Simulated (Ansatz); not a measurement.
Pyrite PtSb2 was calculated with PBE0 in Ansatz (PAW).

Run with plane-wave cutoff 460 eV, 4×4×4 k mesh, Fermi–Dirac smearing 0.01 eV, scalar-relativistic PAW data made under PBE.

Cell (relaxed at this level):

```cif
data_Pt4Sb8
_chemical_formula_sum 'Sb8 Pt4'
_space_group_name_H-M_alt 'P 1'
_space_group_IT_number 1
_cell_length_a 6.46222
_cell_length_b 6.46222
_cell_length_c 6.46222
_cell_angle_alpha 90.000
_cell_angle_beta 90.000
_cell_angle_gamma 90.000
loop_
_space_group_symop_operation_xyz
  'x, y, z'
loop_
_atom_site_label
_atom_site_type_symbol
_atom_site_fract_x
_atom_site_fract_y
_atom_site_fract_z
_atom_site_occupancy
Sb1 Sb 0.62423 0.87577 0.12423 1
Sb2 Sb 0.37577 0.12423 0.87577 1
Sb3 Sb 0.87577 0.12423 0.62423 1
Sb4 Sb 0.12423 0.87577 0.37577 1
Sb5 Sb 0.12423 0.62423 0.87577 1
Sb6 Sb 0.87577 0.37577 0.12423 1
Sb7 Sb 0.37577 0.37577 0.37577 1
Sb8 Sb 0.62423 0.62423 0.62423 1
Pt1 Pt 0.00000 0.50000 0.50000 1
Pt2 Pt 0.50000 0.50000 0.00000 1
Pt3 Pt 0.50000 0.00000 0.50000 1
Pt4 Pt 0.00000 0.00000 0.00000 1
```

Question: Predict the band gap, smallest direct gap on the k points sampled and Γ–Γ gap.

Answer: 
- band gap: 0.68 eV (on the SCF k mesh)
- smallest direct gap on the k points sampled: 1.01 eV
- Γ–Γ gap: 1.32 eV

Spin–orbit coupling is not included; with these elements it can move the gap by several tenths of an eV or more.

Static lattice: no zero-point or thermal effects.

Ansatz is a quantum-chemistry and plane-wave program.
